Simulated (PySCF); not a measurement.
These are PBE-D3(BJ)/def2-TZVP // TPSS-D3(BJ)/def2-SVP run with PySCF values and carry that method's errors. Gas-phase values, no solvent. 

Reference species (SMILES): `[NH2]` (neutral, multiplicity 2).

The dipole moment is 1.91 D.

Changed species: `[SH]` (free radical SH; the reference has free radical NH2).

Give the shifts of the dipole moment.

the dipole moment drops by 1.04 D, to 0.87 D.
